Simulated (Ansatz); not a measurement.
# Ba₂FeMoO₆ (Fm-3m)

These are results of DFT PBEsol, scalar-relativistic, plane waves, PAW in Ansatz 0.2.0, not measurements.

Plane waves to 420 eV, a k mesh through Γ of 8×8×8 on the computed 10-atom cell and Gaussian smearing (0.10 eV); collinear spin from starting moments 0 0 3.86 -0.17 0 0 0 0 0 0 μB.

The structure is relaxed at this level of theory with its symmetry kept. Whether it is the stable form of this composition wasn't checked.

```
Ba Fe Mo O
1.0
     0.00000    4.00592    4.00592
     4.00592    0.00000    4.00592
     4.00592    4.00592    0.00000
Ba Fe Mo O
2 1 1 6
Direct
  0.25000 0.25000 0.25000
  0.75000 0.75000 0.75000
  0.50000 0.50000 0.50000
  0.00000 0.00000 0.00000
  0.75756 0.24244 0.24244
  0.24244 0.75756 0.24244
  0.24244 0.75756 0.75756
  0.75756 0.24244 0.75756
  0.24244 0.24244 0.75756
  0.75756 0.75756 0.24244
```

(1) Formation energy from the elements' standard states (uncorrected)?

(2) Density of states at the Fermi level?

(3) Löwdin character within 0.5 eV of the Fermi level?

(4) Bader charges (e)?

(5) Total moment?

(6) Site moments (μB; atoms counted from 1 over the whole cell)?

Spin-orbit coupling is left out, which matters for the bands of heavy elements.

Only this magnetic start was tried.

Results:

(1) -2.387 eV/atom.

(2) 1.84 states/eV per cell.

(3) Fe 3d 63 %, Mo 4d 18 %, O 2p 16 %.

(4) Ba (2 in the cell) 1.54, Fe (1 in the cell) 1.54, Mo (1 in the cell) 2.53, O (6 in the cell) -1.19.

(5) 4.00 μB per cell.

(6) Fe (atom 3) 3.51, Mo (atom 4) -0.15, O (atom 5) 0.08, O (atom 6) 0.08, O (atom 7) 0.08, O (atom 8) 0.08, O (atom 9) 0.08, O (atom 10) 0.08.